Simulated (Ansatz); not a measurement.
A structure relaxed at r2SCAN-D4/def2-TZVP in Ansatz, charge 0, singlet:

```xyz
5

C    -0.386   -0.608    1.062
C     0.393    0.610   -1.067
C     0.004   -0.001   -0.002
H     0.183   -1.242    1.732
H    -0.193    1.242   -1.724
```

(1) Give its formula and point group.

(2) Summarise the bond lengths by kind (pairs closer than 1.2 times the sum of covalent radii, bridged metal pairs left out).

## Answers

(1) C₃H₂. Point group C2h (tolerance 0.1 Å).

(2) 2 × C–C 1.29 Å; 2 × C–H 1.08 Å.

The restricted singlet is unstable towards broken spin symmetry in Hartree–Fock (as tested in another run); at r2SCAN-D4/def2-TZVP this wasn't settled. Another isomer (singlet) lies 1.26 eV lower at PBE0-D4/def2-TZVP; other spin states weren't run for this one.
